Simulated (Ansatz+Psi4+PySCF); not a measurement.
# doublet SiH₄(+): levels of theory in one basis

```xyz
5

Si    0.0281    0.0094   -0.0047
H     0.8370    0.8759    0.8441
H    -0.8855   -0.8562    0.8500
H    -0.8308    0.8486   -0.8703
H     0.8448   -0.8776   -0.8738
```

Basis set: cc-pVTZ on H; cc-pV(T+d)Z on Si (spherical functions). Frozen core: 5 orbitals. Correlation on ROHF uses semicanonical orbitals with singles. Charge 1, multiplicity 2.

Computed with Ansatz (development build ahead of 0.2.0) and Psi4 1.11; each method stands on the lowest determinant of its kind that the runs found.

```
   method  E − E(ROHF) (eV)  <S²> of the determinant
     ROHF              0.00                     0.75
      UHF             -0.06                     0.76
 ROHF-MP2             -3.13                        –
  UHF-MP2             -3.14                     0.76
ROHF-CCSD             -3.91                        –
 UHF-CCSD             -3.91                     0.76
```

(1) What does ROHF-CCSD(T) give on the same scale?

## Answers

(1) -4.01 eV.

Caution for ROHF-MP2, ROHF-CCSD, ROHF-CCSD(T): large amplitudes, a single reference is doubtful. Caution for ROHF-MP2, UHF-MP2: MP2 on this radical cation hangs on the determinant chosen.
